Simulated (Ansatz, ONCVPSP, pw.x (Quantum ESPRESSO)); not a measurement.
**Mg (bcc): variants of one ONCV potential in the solid**

magnesium, optimised norm-conserving Vanderbilt (ONCV), made with ONCVPSP 4.0.1.1 (patched build) (PBEsol, scalar-relativistic). Core [Ne], reference 3s2. Waves: 3s: rc 1.95 bohr, ncon 4, nbas 8, qcut 3.8 1/bohr, local; p scattering state at 0.33 Ha: rc 2.65 bohr, ncon 4, nbas 8, qcut 3.3 1/bohr, 2 projectors, debl 1.7 Ha; d scattering state at 0.46 Ha: rc 1.95 bohr, ncon 4, nbas 8, qcut 4.9 1/bohr, 3 projectors, debl 1 Ha. Local part: the s channel. Core correction: none.

In the p channel the program set the typed energies aside and used 0.050, 1.750 Ha.

Crystal test: bcc Mg in pw.x 7.5, no spin, 13³ k-points, Fermi–Dirac smearing 0.01 Ry, cutoffs set for each file from its atomic test. The reference is all-electron LAPW (Ansatz 0.2.0) with the same functional, mesh and smearing; V0 and B0 come from Birch–Murnaghan fits to the pressures at five volumes. Errors are pseudo minus all-electron; Δ is the rms difference of the E(V) curves that follow from these fits, minima aligned, over ±6 % about the mean V0. Mesh and smearing are coarse, so the numbers serve the comparison and aren't converged zero-temperature values; the lattice is a test structure that the element need not adopt.

All-electron: a0 = 3.559 Å (V0 = 22.55 Å³/atom), B0 = 36.1 GPa.

Base: Atomic configuration tests: 1 of 4 tests not solved or not reliable.

| change | cutoffs (Ry) | pw.x | a0 (Å) | a0 error (%) | B0 error (%) | Δ (meV/atom) | mean pressure error (GPa) |
| --- | --- | --- | --- | --- | --- | --- | --- |
| base | 35/140 | converged; energies reset by the program | 3.569 | +0.29 | -3.8 | 1.5 | +0.30 |
| reference 3s1.75 3p0.25; wave p scattering state at 0.33 Ha: rc 2.65 bohr, ncon 4, nbas 8, qcut 3.3 1/bohr, 2 projectors, debl 1.7 Ha becomes 3p: rc 2.65 bohr, ncon 4, nbas 8, qcut 3.3 1/bohr, 2 projectors, debl 1.7 Ha | 35/140 | converged | 3.570 | +0.29 | -3.9 | 1.5 | +0.30 |
| d: rc 2.04 | 35/140 | converged; energies reset by the program | 3.569 | +0.28 | -3.7 | 1.5 | +0.30 |
| p: qcut 3.1 | 35/140 | converged; energies reset by the program | 3.570 | +0.29 | -3.7 | 1.5 | +0.30 |
| d: rc 2.44 | 35/140 | converged; energies reset by the program | 3.569 | +0.28 | -3.8 | 1.5 | +0.29 |

(1) Give the row for: s: nbas 9.

## Answers

(1) pw.x: converged; energies reset by the program; mean pressure error (GPa): +0.30; a0 (Å): 3.570; a0 error (%): +0.29; B0 error (%): -3.7; Δ (meV/atom): 1.5.
